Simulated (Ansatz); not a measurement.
# Strength of the O–C bond: C4H10O → C3H7 + CH3O

Species: C4H10O (2-methoxypropane) `COC(C)C`, singlet; C3H7 (methylethyl) `C[CH]C`, doublet; CH3O `C[O]`, doublet. 

Shapes, held fixed at every level: PBE0-D4/def2-TZVP. Flexible molecules stand in one conformer, not always the lowest. Programs: Ansatz 0.2.0. The zero-point and thermal change to 298 K, harmonic and unscaled (PBE0-D4/def2-TZVP), is -24.8 kJ/mol.

| level | kind | ΔH(298 K) (kJ/mol) | less CCSD(T)/CBS estimate |
| --- | --- | --- | --- |
| SPW92/def2-TZVPP | LDA | +416.1 | +51.3 |
| PBE-D4/def2-TZVPP | GGA | +335.0 | -29.8 |
| wB97M-V/def2-TZVPP | range-separated hybrid | +350.9 | -13.9 |
| MP2/def2-SVP | perturbation theory | +381.8 | +17.0 |
| MP2/def2-TZVPP | perturbation theory | +394.0 | +29.2 |
| CCSD(T)/def2-SVP | coupled cluster or CI | +349.4 | -15.4 |
| CCSD/def2-SVP | coupled cluster or CI | +339.0 | -25.8 |
| CCSD(T)/CBS estimate | coupled cluster or CI | +364.8 | 0.0 |

The highest level, CCSD(T)/CBS estimate, gives ΔH(298 K) = +364.8 kJ/mol; the levels span +335.0 to +416.1. The column of differences is taken from that level and isn't an error. No measured value is set beside it here. Open shells run unrestricted unless RO is named. The CBS estimate extrapolates MP2 from def2-TZVPP and def2-QZVPP and adds CCSD(T) − MP2 in the triple-zeta set, cores frozen.
